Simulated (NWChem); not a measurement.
formaldehyde (CH2O); SMILES C=O

Computed with NWChem. Coordinates come from a PBE-D3(BJ)/def2-SVP optimisation. Gas phase, vertical.

CAM-B3LYP/def2-SVPD, TDA puts singlet state 3 at 8.88 eV with oscillator strength 0.065.

**Question.** Give the wavelength, the transition dipole and the radiative lifetime of that state in vacuum.

**Answer.** 
1. λ = 1239.84/8.88 = 140 nm, or 71620 cm⁻¹.
2. f = (2/3) ΔE μ² in atomic units, so μ = √(1.5 f/ΔE) = 0.55 a.u. = 1.39 D.
3. τ = 1.499 s cm⁻² / (f ν²) = 4.5 ns, for a non-degenerate state that emits at the vertical energy; a higher state like this one mostly decays faster by other paths.
